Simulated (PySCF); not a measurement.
# C₅H₇F: spin-spin couplings

Wanted: the spin-spin couplings of C₅H₇F (`C=C=C(C)CF`), by calculation.

Programs: PySCF 2.14.0, with density-fitted response routines of our own. Each step states its level of theory. These are calculated values for one molecule in the gas phase, unless marked as measured. Atoms are numbered from 0 throughout.

### Step 1. The molecule as given

13 atoms, charge 0, multiplicity 1; geometry from: PBE0-D3(BJ)/def2-SVP.

Bonds of the start (Å): C0–C1 1.31, C1–C2 1.31, C2–C3 1.50, C2–C4 1.50, C4–F5 1.38, C0–H6 1.10, C0–H7 1.10, C3–H8 1.10, C3–H9 1.10, C3–H10 1.10, C4–H11 1.10, C4–H12 1.11.

### Step 2. J couplings: B3LYP/cc-pVTZ

What the job is given:

```
{"job": {"kind": "j", "xc": "B3LYP", "basis": "cc-pVTZ"}, "charge": 0, "multiplicity": 1}
C      2.404820    -0.131975    -0.298544
C      1.108566    -0.070889    -0.137957
C     -0.195336    -0.008694     0.009192
C     -1.092128    -1.212925    -0.046061
C     -0.863703     1.316719     0.243165
F     -1.625147     1.273434     1.389825
H      3.075983    -0.295246     0.552336
H      2.862338    -0.023066    -1.288230
H     -1.677644    -1.281671     0.883620
H     -1.810830    -1.122361    -0.877882
H     -0.520002    -2.140341    -0.176368
H     -0.121093     2.124419     0.333184
H     -1.543089     1.549705    -0.597763
```

With the program's defaults for keys left out, this is: B3LYP/cc-pVTZ indirect spin-spin coupling, non-relativistic, gas phase.

Started as:

```sh
OMP_NUM_THREADS=1 python probes_run.py task.json out
```

This one command runs all jobs of the session in turn.

**Question.** This job is followed by: B3LYP/6-31G* indirect spin-spin coupling, non-relativistic, gas phase. Predict these results of the whole session: largest coupling of the table (B3LYP/cc-pVTZ); range of J(C4,F5), mean over like pairs.

As calculated:

```
                                     quantity                     value
largest coupling of the table (B3LYP/cc-pVTZ)  ¹J(C,F) C4–F5, -240.2 Hz
      range of J(C4,F5), mean over like pairs       -240.2 to -200.8 Hz
```

Of the pairs tabulated at B3LYP/cc-pVTZ, C4–F5 couples most strongly (-240.2 Hz; Fermi contact -285.3 Hz). Couplings across rotatable bonds belong to this one conformer; where others are populated, the observed values are averages. The coupling C4–F5, as a mean over pairs of its kind, runs from -240.2 Hz (B3LYP/cc-pVTZ) to -200.8 Hz (B3LYP/6-31G*). Couplings from bases without tight functions are rough.
